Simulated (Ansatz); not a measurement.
Reaction (SMILES): [OH] (OH) → H atom + O atom
B3LYP-D3(BJ)/def2-TZVP geometries, fixed; electronic energies without zero-point terms.

Basis-set convergence of the atomisation energy at MP2 with Ansatz (a first-principles code). Cartesian d functions, on some or all atoms, in 6-31G*; all else is spherical. Cores are frozen. Open shells are unrestricted. No added dispersion term, no relativity. Functions are those of the species that has most. Reference: Hartree-Fock in aug-cc-pV5Z plus the correlation part extrapolated as X^-3 from aug-cc-pVQZ and aug-cc-pV5Z, 107.69 kcal/mol, itself unsure by roughly 0.19 kcal/mol (a third of the extrapolation step and of the last Hartree-Fock step). Deviations are taken from unrounded values.

```csv
basis,functions,atomisation energy (kcal/mol),minus reference (kcal/mol)
3-21G,11,72.35,-35.33
6-31G,11,77.38,-30.31
pcseg-0,11,73.36,-34.33
6-31G*,17,89.58,-18.10
cc-pVDZ,19,93.77,-13.92
pcseg-1,19,96.54,-11.15
6-311G**,24,97.17,-10.52
def2-SVPD,31,101.23,-6.46
def2-TZVP,37,100.70,-6.98
cc-pVTZ,44,102.98,-4.70
jun-cc-pV(T+d)Z,53,104.41,-3.28
def2-TZVPPD,57,104.46,-3.23
aug-cc-pVTZ,69,104.90,-2.78
cc-pVQZ,85,105.82,-1.87
def2-QZVPP,87,106.12,-1.57
pcseg-3,93,106.54,-1.14
aug-pcseg-3,134,106.65,-1.03
aug-cc-pV5Z,207,107.13,-0.55
```
